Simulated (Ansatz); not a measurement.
**HClO (triplet): wave-function methods side by side at distance Cl1–H2 along a hydrogen transfer = 1.809 Å, cc-pVDZ**

Aim: climb from Hartree-Fock through coupled cluster and multireference methods for HClO (triplet) at one geometry and basis, and see what each rung misses.

Computed with Ansatz 0.2.0, Gaussian basis. Level: cc-pVDZ, core rule «outside noble gas», up to 6 orbitals frozen.

Plan: UHF; CCSD(T) on ROHF; CCSD(T) on UHF; BCCD(T) on ROHF; CISD; CCSDT(Q) on ROHF; CCSDT(Q) on UHF; CASSCF and MRCISD+Q, 4 electrons in 4 orbitals; CASSCF and NEVPT2, 4 electrons in 4 orbitals; CASSCF and MRCISD+Q, 14 electrons in 9 orbitals; CASSCF and NEVPT2, 14 electrons in 9 orbitals.

10 further runs of the same task are left out: 10 that didn't finish.

### 1 The geometry

The geometry derives from fragments relaxed apart (PBE0/def2-TZVP) and kept rigid, so it is no stationary point. A hydrogen atom is moved between rigid fragments.

3 atoms, charge 0, spin multiplicity 3.

Atoms are counted from 1 here; the program's logs count them from 0.

Bond lengths: H2–O3 1.078 Å.

### 2 UHF

in.yaml

```yaml
crystal:
  periodic: [false, false, false]
  atoms:
    - {symbol: Cl, position_ang: [0.000000, 0.000000, -1.565333]}
    - {symbol: H, position_ang: [0.000000, 0.000000, 0.243667]}
    - {symbol: O, position_ang: [0.000000, 0.000000, 1.321667]}
basis:
  gaussian: {orbitals: cc-pVDZ}
magnetization: {spin_polarized: true, initial_magnetization: 2}
hamiltonian: {xc: hf}
output: {orbitals: {seedname: orbitals}}
```

Launch:

```console
$ ansatz run in.yaml --threads 1 --pin off --events-out ev --progress --plain --max-ram 2393MiB
```

Further steps of the session: CCSD(T) on ROHF; CCSD(T) on UHF; BCCD(T) on ROHF; CISD; CCSDT(Q) on ROHF; CCSDT(Q) on UHF; CASSCF and MRCISD+Q, 4 electrons in 4 orbitals; CASSCF and NEVPT2, 4 electrons in 4 orbitals; CASSCF and MRCISD+Q, 14 electrons in 9 orbitals; CASSCF and NEVPT2, 14 electrons in 9 orbitals.

Before running them: what should the planned runs give, taken together? Wanted: UCCSDT(Q) below the RHF energy; RMP2 from UCCSDT(Q); UMP2 from UCCSDT(Q); RCCSD from UCCSDT(Q); RCCSD(T) from UCCSDT(Q); UCCSD(T) from UCCSDT(Q); RCCSDT(Q) from UCCSDT(Q); NEVPT2 pair from UCCSDT(Q); MRCISD+Q pair from UCCSDT(Q).

The runs gave:

| quantity | value |
| --- | --- |
| UCCSDT(Q) below the RHF energy | -8.5745 eV |
| RMP2 from UCCSDT(Q) | +1009.6 meV |
| UMP2 from UCCSDT(Q) | +1030.7 meV |
| RCCSD from UCCSDT(Q) | +152.0 meV |
| RCCSD(T) from UCCSDT(Q) | +31.0 meV |
| UCCSD(T) from UCCSDT(Q) | +29.6 meV |
| RCCSDT(Q) from UCCSDT(Q) | +1.2 meV |
| NEVPT2 pair from UCCSDT(Q) | +903.9 meV |
| MRCISD+Q pair from UCCSDT(Q) | +52.0 meV |
| NEVPT2 valence from UCCSDT(Q) | +1497.1 meV |
| levels within 1 kcal/mol (43 meV) | RCCSD(T), UCCSD(T), BCCD(T), RCCSDT, UCCSDT, RCCSDT(Q), MRCISD+Q valence |
| T1 diagnostic | 0.023 |
| effectively unpaired electrons | 2.01 |

RCCSD(T) misses by +31.0 meV, 0.4 % of the correlation energy. One determinant dominates. Of the multireference levels listed MRCISD+Q valence comes nearest in total energy (+43.0 meV), which doesn't show that its space is the better one. Coupled cluster took another determinant than the lowest Hartree-Fock one. These misses are within one basis, not against nature; the frozen cores of restricted and unrestricted runs differ, which can shift their rows.
